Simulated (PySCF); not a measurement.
Mapped SMILES: `[CH3:1][C:2]([CH3:3])([CH3:4])[CH:5]=[O:6]` (H(Xn): hydrogen on atom n).

Geometry: PBE0-D3(BJ)/def2-TZVP; GIAO absolute shieldings from PySCF, gas phase, non-relativistic, averaged over equivalent atoms.

At B97-2/pcSseg-2 (356 basis functions, 61 s wall time on 1 thread of an Arm Neoverse V1, shared host):
```
            atoms  σ (ppm)
               C5    -27.2
               C2    138.9
         C1/C3/C4    160.2
               O6   -301.5
            H(C5)    21.84
H(C1)/H(C3)/H(C4)    30.63
```

Problem. What do these become at PBE0/pcSseg-2?

Solution. 
```
            atoms  σ at PBE0/pcSseg-2  change
               C5               -31.1    -3.9
               C2               139.3    +0.4
         C1/C3/C4               160.9    +0.7
               O6              -320.8   -19.3
            H(C5)               21.67   -0.17
H(C1)/H(C3)/H(C4)               30.53   -0.10
```

The largest change is at O6 (aldehyde oxygen). Cost: 356 basis functions, 65 s wall time on 1 thread of an Arm Neoverse V1, shared host. The order of the carbon signals is the same at both levels.
